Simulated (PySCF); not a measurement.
# AlC: from the state search to spectroscopic constants

What are the lowest state that PBE0 finds, the bond length, vibrational wavenumber and bond energy of AlC, and how much do these hang on the method?

Program: PySCF 2.14.0. Level of theory: Al 6-31G(d,p), C 6-31G(d,p), no relativity. These are calculated values, not measurements.

## (1) The job

The job is set up so:

| Property | Result |
| --- | --- |
| atoms | Al, C |
| charge | 0 |
| basis | Al 6-31G(d,p), C 6-31G(d,p) |
| Hamiltonian | no relativity |
| basis functions | 32 |
| electrons treated | 19 |
| masses in u | 26.9815, 12.0000 |
| levels | PBE0, PBE, r²SCAN, r²SCAN0, B97-3, B3LYP, CAM-B3LYP, HF, MP2, SCS-MP2, CCSD, CCSD(T) |
| grid | 80 radial by 434 angular points |
| occupations | held fixed by the projection of orbital angular momentum |
| dissociation limit | Al + C, each in its ground configuration |
| starting distance in angstrom | 1.905 |
| values of 2S to try | 1, 3 |

The runs that follow: The PBE0 curve of the state that the search chose; Higher solutions at PBE0; PBE; r²SCAN; r²SCAN0; B97-3; B3LYP; CAM-B3LYP (range-separated hybrid); UHF; MP2 and coupled cluster.

Before running it: what results should come out? Wanted: for each run, Re; ωe; De; μ.

The runs gave:

Lowest PBE0 solution found, without spin–orbit coupling: ⁴Σ⁻ (quartet), unpaired electrons σ ↑, π ↑↑. State 2 has its PBE0 minimum 0.57 eV higher, as a spin-mixed determinant (⟨S²⟩ = 1.77), so this is no gap between pure states. State 3 has its PBE0 minimum 0.66 eV higher, as a spin-mixed determinant (⟨S²⟩ = 1.76), so this is no gap between pure states. State 4 has its PBE0 minimum 1.34 eV higher, as a spin-mixed determinant (⟨S²⟩ = 1.32), so this is no gap between pure states. The other levels ran on the lowest alone.

```
      level  Re (Å)  ωe (cm⁻¹)  De (eV)  μ (D)
        UHF   1.970        667     2.57  -0.68
    UHF-MP2   1.969        670     3.13    n/a
UHF-SCS-MP2   1.970        668     2.88    n/a
   UHF-CCSD   1.965        673     3.05    n/a
UHF-CCSD(T)   1.967        671     3.13    n/a
        PBE   1.982        627     3.69  -1.30
     r²SCAN   1.972        647     3.59  -1.12
      B3LYP   1.974        636     3.29  -1.37
       PBE0   1.969        650     3.46  -1.24
    r²SCAN0   1.965        660     3.41  -1.09
      B97-3   1.973        647     3.37  -1.36
  CAM-B3LYP   1.963        655     3.24  -1.30
```

De is counted to Al + C in their ground configurations. A positive dipole means Al(−)C(+).

Differences from CCSD(T) in the same basis:

```
      level  Re (mÅ)  ωe (%)
        UHF       +3    -0.5
    UHF-MP2       +3    -0.1
UHF-SCS-MP2       +3    -0.4
   UHF-CCSD       -1    +0.4
        PBE      +15    -6.4
     r²SCAN       +6    -3.5
      B3LYP       +8    -5.2
       PBE0       +3    -3.1
    r²SCAN0       -2    -1.5
      B97-3       +6    -3.5
  CAM-B3LYP       -3    -2.4
```

In words: Judged by CCSD(T) in the same basis: best bond length UHF-CCSD (-1 mÅ), worst PBE (+15 mÅ); best wavenumber UHF-MP2 (-0.1 %), worst PBE (-6.4 %). CCSD(T) in a basis this small is itself some way from its limit, more so than the functionals. Of the levels with a De here, UHF gives the least (2.57 eV) and PBE the most (3.69 eV).

Correlated steps freeze 6 core orbitals.
